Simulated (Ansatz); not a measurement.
Diamond-structure Si, treated with PBE-D4 in Ansatz (PAW).

Run with plane-wave cutoff 500 eV, 12×12×12 k mesh, gaussian smearing 0.02 eV, scalar-relativistic PAW data made under PBE.

Cell (relaxed at this level):

```yaml
crystal:
  lattice:
    - [0.00000, 2.70988, 2.70988]
    - [2.70988, 0.00000, 2.70988]
    - [2.70988, 2.70988, 0.00000]
  atoms:
    - { symbol: Si, position: [0.25000, 0.25000, 0.25000] }
    - { symbol: Si, position: [0.00000, 0.00000, 0.00000] }
```

What does this level give for the band gap?


- band gap: 0.56 eV (on the SCF k mesh)

Measured, for comparison: band gap 1.23 eV (zero-point renormalisation of 0.06 eV added back here (the table's ZPR column); inputs from Chen et al. (2018), doi:10.1103/physrevmaterials.2.073803). Computed (rounded) less measured: band gap -0.67 eV.

Computed values are for the static lattice.

Computing time: around 4 core-seconds (rough).

Ansatz is a quantum-chemistry and plane-wave program.
